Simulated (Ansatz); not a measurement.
I need a rigid torsion scan of BH₄NS, SMILES NBS. Use the Ansatz DFT code, driven from Python. Level of theory (for the species named): r2SCAN, 6-31G* basis, multiplicity 1.

```yaml
atoms:
  - { symbol: N, position_ang: [-1.0390, 0.3524, -0.4886] }
  - { symbol: B, position_ang: [-0.1027, 0.1145, 0.6218] }
  - { symbol: S, position_ang: [0.8879, -1.4660, 0.6179] }
  - { symbol: H, position_ang: [-0.9478, -0.3751, -1.1921] }
  - { symbol: H, position_ang: [-0.7532, 1.2519, -1.0059] }
  - { symbol: H, position_ang: [0.0304, 0.9145, 1.4978] }
  - { symbol: H, position_ang: [1.9857, -0.8602, -0.0966] }
```

The script, `torsion_bh4ns.py`:
```python
"""Rigid torsion scan of BH4NS."""

import ansatz as az
from ase import Atoms


def main() -> None:
    atoms = Atoms(["N", "B", "S", "H", "H", "H", "H"], positions=[
        (-1.039, 0.3524, -0.4886),
        (-0.1027, 0.1145, 0.6218),
        (0.8879, -1.466, 0.6179),
        (-0.9478, -0.3751, -1.1921),
        (-0.7532, 1.2519, -1.0059),
        (0.0304, 0.9145, 1.4978),
        (1.9857, -0.8602, -0.0966),
    ])

    # relax first, so that the scan starts from a minimum
    first = az.Crystal.molecule_from_ase(atoms).calculation()
    first = first.basis(gaussian="6-31G*")
    first = first.functional("r2scan")
    first = first.relax(force_tolerance=0.02, max_steps=80)
    atoms.positions = first.run().report["positions_ang"]

    start = atoms.get_dihedral(0, 1, 2, 6)
    energies = {}
    for turn in range(0, 360, 30):
        turned = atoms.copy()
        turned.set_dihedral(0, 1, 2, 6, start + turn, indices=[2, 6])
        calculation = (
            az.Crystal.molecule_from_ase(turned).calculation()
            .basis(gaussian="6-31G*")
            .functional("r2scan")
        )
        energies[round((start + turn) % 360)] = calculation.run().report["free_energy_ev"]
    floor = min(energies.values())
    print("dihedral N0-B1-S2-H6 (deg)   E - E(min) (kcal/mol)")
    for angle, e in sorted(energies.items()):
        print(f"{angle:8d} {23.060548 * (e - floor):14.3f}  " + "#" * int(30 * (e - floor) / max(max(energies.values()) - floor, 1e-9)))


if __name__ == "__main__":
    main()
```

```console
$ python torsion_bh4ns.py
dihedral N0-B1-S2-H6 (deg)   E - E(min) (kcal/mol)
       0          0.953  ###
      30          3.074  #########
      60          7.480  ########################
      90          9.233  ##############################
     120          6.162  ####################
     150          1.824  #####
     180          0.000
     210          1.832  #####
     240          6.172  ####################
     270          9.232  #############################
     300          7.464  ########################
     330          3.060  #########
```

Reading the output:
- These settings explore the input space; basis and method may be short of convergence.
- The scan is rigid and the energies are electronic, in a modest basis. With rigid groups the curve can differ much from the relaxed path, the start wasn't checked as a minimum of this torsion, and equivalent turns needn't return to the same energy.
- Run time: 30 s on 1 thread of Intel(R) Xeon(R) 6975P-C (Granite Rapids), with other jobs on the host, peak memory 0.22 GiB.

(Lines on the test bed's own set-up are left out of the output.)
